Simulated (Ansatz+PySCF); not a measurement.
```xyz
6

O     0.0000    0.0000   -0.1197
H     0.0000    0.7542    0.4787
H     0.0000   -0.7542    0.4787
O    10.0000    0.0000   -0.1197
H    10.0000    0.7542    0.4787
H    10.0000   -0.7542    0.4787
```

Basis set: STO-3G (spherical functions). Frozen core: 2 orbitals. Charge 0, multiplicity 1.

Computed with Ansatz (development build ahead of 0.2.0); each method stands on the lowest determinant of its kind that the runs found. Restricted open shells among the atoms or ions are ROHF, correlated in semicanonical orbitals with singles.

(1) Give the vertical ionization energy (product with multiplicity 2 at the same shape, open shells in the same class of orbitals) of singlet H₄O₂ in separate pieces by UHF-CCSD(T), UHF-CCSD, RHF-MP2, UHF, RHF, full CI (lowest root of this spin).

Answers

(1)

```tsv
method	ionization energy
UHF-CCSD(T)	8.64 eV
UHF-CCSD	8.64 eV
RHF-MP2	8.59 eV
UHF	8.35 eV
RHF	8.41 eV
full CI (lowest root of this spin)	8.64 eV
```

Caution for UHF-CCSD(T), UHF-CCSD, RHF-MP2, UHF, RHF: the charge can sit on one fragment and break the point group; the determinant breaks the point group. Caution for RHF-MP2: MP2 on this radical cation hangs on the determinant chosen; another reference gives a lower total.

This basis has no polarisation functions and is too small for such energies, which can lie far from measured ones in either direction.
